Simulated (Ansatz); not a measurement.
A nudged elastic band was laid between two geometries of C₂H₇NO₂ (12 atoms, charge 0, multiplicity 1).

Method: RKS revPBE/def2-SVP (Ansatz).

| Property | Result |
| --- | --- |
| movable images | 5 |
| climbing image | yes |
| spring | 5.0 eV/Å² |
| optimiser | quadratic models (default) |
| start path | through a guess of the saddle point |
| force threshold | 0.05 eV/Å |
| iteration limit | 60 |
| end points | relaxed |

Initial state:

```xyz
12
Properties=species:S:1:pos:R:3
N -1.061 0.365 0.881
C -0.443 -0.895 0.426
O 0.090 -0.780 -0.873
C 1.139 0.195 -0.978
O 0.683 1.512 -1.038
H -1.984 0.493 0.444
H -1.207 0.351 1.898
H -1.149 -1.757 0.377
H 0.355 -1.145 1.172
H 1.664 -0.028 -1.930
H 1.852 0.026 -0.123
H 0.137 1.607 -0.221
```

Final state:

```xyz
12
Properties=species:S:1:pos:R:3
N -1.135 -0.338 1.490
C -0.634 -1.017 0.319
O -0.242 -0.212 -0.811
C 1.002 0.460 -0.670
O 1.262 1.210 -1.816
H -1.898 0.304 1.243
H -0.409 0.213 1.963
H -1.435 -1.670 -0.085
H 0.217 -1.667 0.631
H 1.844 -0.270 -0.572
H 0.988 1.098 0.258
H 0.517 1.833 -1.916
```

(1) Which bonds break or form, and what moves?

(2) Give the energies along the band, and the barrier.

(3) What is the geometry of the highest image?

(4) What are the harmonic wavenumbers there?

Results:

(1) No bond is made or broken. The height of N1 over the plane of its neighbours goes from 0.38 to -0.36 Å.

(2) The forces met the threshold. The highest image is number 3 of 0 to 6, 0.184 eV above the first end and 0.040 eV above the last; the last end lies 0.145 eV above the first. A vibrational analysis at the climbing image gives one clearly imaginary mode, 483i cm⁻¹: a first-order saddle point.

| image | path coordinate (Å) | energy (eV) | height of N1 over the plane of its neighbours (Å) |
| --- | --- | --- | --- |
| 0 | 0.00 | 0.000 | 0.38 |
| 1 | 0.35 | 0.011 | 0.37 |
| 2 | 0.70 | 0.063 | 0.27 |
| 3 | 1.05 | 0.184 | -0.06 |
| 4 | 2.11 | 0.155 | -0.35 |
| 5 | 3.17 | 0.157 | -0.37 |
| 6 | 4.24 | 0.145 | -0.36 |

(3) 
```xyz
12
Properties=species:S:1:pos:R:3
N -1.204 0.199 0.924
C -0.536 -0.956 0.410
O 0.148 -0.816 -0.852
C 1.176 0.159 -0.855
O 0.726 1.467 -1.125
H -2.050 0.551 0.479
H -0.780 0.781 1.641
H -1.255 -1.780 0.217
H 0.187 -1.298 1.189
H 1.872 -0.111 -1.677
H 1.739 0.106 0.119
H 0.055 1.645 -0.436
```

(4) 483i, 133, 161, 306, 370, 477, 518, 620, 840, 889, 1001, 1038, 1064, 1114, 1173, 1253, 1312, 1344, 1376, 1410, 1413, 1446, 1549, 2814, 2923, 3013, 3022, 3534, 3643, 3662 cm⁻¹.

Time of the run: 110 s on 2 threads of Intel(R) Xeon(R) 6975P-C (Granite Rapids) (shared host), peak memory 0.16 GiB.
